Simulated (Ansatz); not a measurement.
Write a Python script for the Ansatz DFT code, driven from Python that makes a composite energy at a relaxed geometry of CH3BS, SMILES BC=S. Settings (for the species named): B3LYP, def2-SVP basis, multiplicity 1, D3BJ dispersion.

`ch3bs.xyz`
```text
6

B    -0.58380   -0.24460   -0.44340
C     0.56790    0.26690    0.42360
S     1.45520   -0.68600    0.95830
H    -0.73450   -1.33590   -0.68760
H    -1.37690    0.59310   -0.91730
H     0.71420    1.34240    0.62020
```

Script `ch3bs_composite.py`:
```python
"""Relax CH3BS cheaply, then refine its energy."""

import itertools

import ansatz as az
from ase.data import atomic_numbers, covalent_radii
import numpy as np

system = az.Crystal.molecule_from_extxyz("ch3bs.xyz")

calc = system.calculation().basis(gaussian="def2-SVP").functional("b3lyp", dispersion="d3bj")
symbols = [site.symbol for site in system.cartesian_sites]
start = np.array([site.position_ang for site in system.cartesian_sites], dtype=float)
report = calc.relax(force_tolerance=0.01).run(threads=1, pin="off").report
end = np.array(report["positions_ang"])
# pairs closer than 1.2 times the sum of covalent radii, before or after
radius = [covalent_radii[atomic_numbers[s]] for s in symbols]
span = lambda where, i, j: np.linalg.norm(where[i] - where[j])
bonded = [(i, j) for i, j in itertools.combinations(range(len(symbols)), 2) if min(span(start, i, j), span(end, i, j)) < 1.2 * (radius[i] + radius[j])]
print("pair        before    after (A)")
for i, j in bonded:
    print(f"{symbols[i]}{i}-{symbols[j]}{j}".ljust(10), f"{span(start, i, j):8.4f} {span(end, i, j):8.4f}")
for first, second in list(itertools.combinations(bonded, 2)):
    shared = set(first) & set(second)
    if shared and symbols[(j := shared.pop())] != "H":
        i, k = sorted((set(first) | set(second)) - {j})
        u, v = end[i] - end[j], end[k] - end[j]
        angle = np.degrees(np.arccos(np.clip(u @ v / np.linalg.norm(u) / np.linalg.norm(v), -1, 1)))
        print(f"final angle {symbols[i]}{i}-{symbols[j]}{j}-{symbols[k]}{k}: {angle:.2f} deg")

minimum = az.Crystal.molecule()
for symbol, place in zip(symbols, end):
    minimum = minimum.atom(symbol, place.tolist())
at_minimum = minimum.calculation()
# MP2 extrapolated to the basis limit, plus the small-basis difference CCSD(T) - MP2
level = lambda method, basis: at_minimum.basis(gaussian=basis).correlation(method).run(threads=1, pin="off").report
small, large, cluster = level("mp2", "cc-pVDZ"), level("mp2", "cc-pVTZ"), level("ccsd_t", "cc-pVDZ")
corr = lambda each: (each["free_energy_ev"] - each["reference_energy_ev"]) / 27.211386246
mp2_limit = (27 * corr(large) - 8 * corr(small)) / 19
pieces = {"HF / cc-pVTZ": large["reference_energy_ev"] / 27.211386246, "MP2 correlation, DZ-TZ limit": mp2_limit, "CCSD(T) - MP2 / cc-pVDZ": corr(cluster) - corr(small)}
for name, value in pieces.items():
    print(f"{name:32s} {value:14.6f} Ha")
print(f"{'sum':32s} {sum(pieces.values()):14.6f} Ha")
print("T1 diagnostic", round(cluster["correlation"]["coupled_cluster"]["t1_diagnostic"], 4))
```

Running `python ch3bs_composite.py` prints:
```text
pair        before    after (A)
B0-C1        1.5296   1.5330
B0-H3        1.1284   1.2064
B0-H4        1.2471   1.2064
C1-S2        1.4076   1.6354
C1-H5        1.1031   1.0983
final angle C1-B0-H3: 119.56 deg
final angle C1-B0-H4: 119.57 deg
final angle B0-C1-S2: 94.32 deg
final angle B0-C1-H5: 140.19 deg
final angle H3-B0-H4: 120.81 deg
final angle S2-C1-H5: 125.49 deg
HF / cc-pVTZ                        -461.811058 Ha
MP2 correlation, DZ-TZ limit          -0.472467 Ha
CCSD(T) - MP2 / cc-pVDZ               -0.051878 Ha
sum                                 -462.335403 Ha
T1 diagnostic 0.0236
```

Reading the output:
- Total energies depend on the basis set; only differences at equal settings carry meaning.
- The sum leaves out core correlation, relativity, the Hartree-Fock basis error and zero-point energy; a DZ-TZ extrapolation is rough.
- b3lyp holds the VWN-RPA fit, as in Gaussian; the form of ORCA and Turbomole is b3lyp5.
- Inner cores stay frozen, so this is valence correlation.
- For Al to Cl the sets with a tight d function, cc-pV(X+d)Z, are usual.
- An extrapolation from small basis sets is rough.
- Timing: 32 s on 1 thread of Arm Neoverse V1, with other jobs on the host, peak memory 0.28 GiB.
